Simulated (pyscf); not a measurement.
Optimised with ωB97X-D3(BJ)/def2-SVP in PySCF.

**Question.** List the bond dissociation enthalpies at 298 K of H₂N–GeH(F)–F (SMILES [NH2][GeH]([F])[F]) from ωB97M-D3(BJ)/def2-TZVP, from the weakest bond up.

**Answer.** Ge–H to H₂N–Ge•(F)–F + H•: 83.1 kcal/mol; Ge–N to NH₂• + F–GeH•–F: 91.3 kcal/mol; H–N to •HN–GeH(F)–F + H•: 111.1 kcal/mol; F–Ge to H₂N–GeH•–F + F•: 129.2 kcal/mol. Ring and multiple bonds, and those that leave no two simple radicals, are not listed. •HN–GeH(F)–F lies 30.8 kcal/mol over its isomer H₂N–Ge•(F)–F, and others may lie lower still (electronic energy, ωB97M-D3(BJ)). Other isomers of H₂N–GeH•–F, H₂N–Ge•(F)–F were not searched in full and may lie lower. Left out: the spin-orbit lowering of F. Elements up to Kr have no core potential and no relativistic terms here.
